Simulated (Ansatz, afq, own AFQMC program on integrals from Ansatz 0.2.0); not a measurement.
AFQMC on a folder of integrals that Ansatz 0.2.0 wrote.

```yaml
crystal:
  periodic: [false, false, false]
  atoms:
    - {symbol: C, position_ang: [-0.034198, -0.382799, 0.036920]}
    - {symbol: N, position_ang: [0.630557, 0.659300, -0.228478]}
    - {symbol: H, position_ang: [-1.097277, -0.403201, 0.344982]}
    - {symbol: H, position_ang: [0.457565, -1.366981, -0.035493]}
    - {symbol: H, position_ang: [0.043353, 1.493692, -0.117942]}
basis:
  gaussian: {orbitals: def2-TZVP}
total_charge: 1
magnetization: {spin_polarized: true, initial_magnetization: 1}
correlation: {method: ccsd_t, electrons: outside_noble_gas, hamiltonian_folder: ham}
```

```sh
$ ansatz run in.yaml --threads 1 --pin off --events-out ev --progress --plain --max-ram 16896MiB --backend cuda --devices 0, --max-vram 18GiB
```

afq runs on the folder ham with

```
--method phaseless --trial cisd --walkers 2200 --populations 20 --least-time 60 --time-step 0.005 --steps-per-block 50 --equilibration-blocks 28 --max-blocks 4000 --target-error 0.0002 --factor-cut 1e-05 --start spin_pure --seed 7966 --release-times 0.24,0.51,0.99,1.62,2.4 --release-step 0.03 --release-every 3 --taylor-order 6
```

Times are imaginary, in 1/Eh. The walk had a cap of 243 s. With eight or more populations the least sampling time is a fifth of least-time, and the error comes from their spread.

afq prints:

```
orbitals 78  electrons 6 5  factors 544 of 544
reference energy -93.72653353 Eh
CCSD correlation -0.33570184 Eh in 13 cycles, weight of the determinant in the CISD state 0.8503
energy of the start -94.052840 Eh
 block  time / (1/Eh)  mean weight  energy / Eh
     1     0.250  1.0003  -94.057536
     2     0.500  1.0003  -94.064227
     3     0.750  0.9996  -94.070239
     4     1.000  0.9996  -94.072768
     5     1.250  0.9998  -94.075084
     8     2.000  1.0001  -94.075356
    13     3.250  0.9998  -94.075206
    22     5.500  1.0002  -94.077869
    31     7.750  0.9999  -94.077870
    40    10.000  0.9997  -94.076767
    49    12.250  1.0000  -94.078568
    55    13.750  1.0007  -94.074022
    58    14.500  0.9995  -94.075689
    64    16.000  0.9999  -94.080364
    67    16.750  1.0005  -94.077772
    76    19.000  0.9997  -94.075093
    85    21.250  1.0001  -94.077865
    94    23.500  1.0005  -94.075182
   103    25.750  1.0000  -94.078409
   112    28.000  1.0000  -94.077201
   121    30.250  0.9995  -94.077152
   124    31.000  1.0000  -94.076824
error from the spread of 20 populations
released: time / (1/Eh)  energy / Eh  error  mean overlap
  0.24  -94.077678  0.000153  0.9988
  0.51  -94.077785  0.000149  0.9966
  0.99  -94.077923  0.000164  0.9970
  1.62  -94.078622  0.000299  0.9861
  2.40  -94.075108  0.002257  0.9922
energy -94.077258 +/- 0.000147 Eh
(rows thinned)
```

The run passed its tests (sampling time, drift between the halves within three errors, error under three times the target), which doesn't prove that it has relaxed, ending at its cap on processor time.

Against this walk (error 4.0 meV) on the same determinant: CCSD(T) 28.5 meV higher, CCSDT(Q) 33.5 meV lower. The error is statistical and leaves out the bias of the constraint. The determinant has ⟨S²⟩ = 0.88, so the low cluster orders mix in higher spin (the high orders can go on to a lower state of that spin), while the walk starts as a pure doublet. Released to 0.99 1/Eh the energy lies 18 ± 6 meV (both errors) below the phaseless value, which shows part or all of the bias of the constraint, and CCSDT(Q) lies 15.5 meV below the released value. CCSDT(Q) is the surest value here, so the walk's 34 meV above it is most likely the bias of the constraint with this trial, which can have either sign.

Cautions: constraint bias not in the error; higher spins were not checked; raised T1 diagnostic (T1 0.044, weight of the determinant 0.85, largest double 0.11); unrestricted determinant spin contaminated (⟨S²⟩ 0.88 against 0.75); released walk and highest rung disagree (by 15 meV at 0.99 1/Eh, later times being noisier); the bias of populations of 110 walkers isn't removed.

The walk took 4.1 min on 1 × NVIDIA H100 80GB HBM3 with 2 threads of AMD EPYC 7R13 Processor (Zen 3) (shared host) (the card was shared). The log's last line is the phaseless energy.

CCSDT and higher add their correlation energy to the determinant of the CCSD(T) run, since their own runs factorise the integrals more tightly (a shift of under 2 meV).
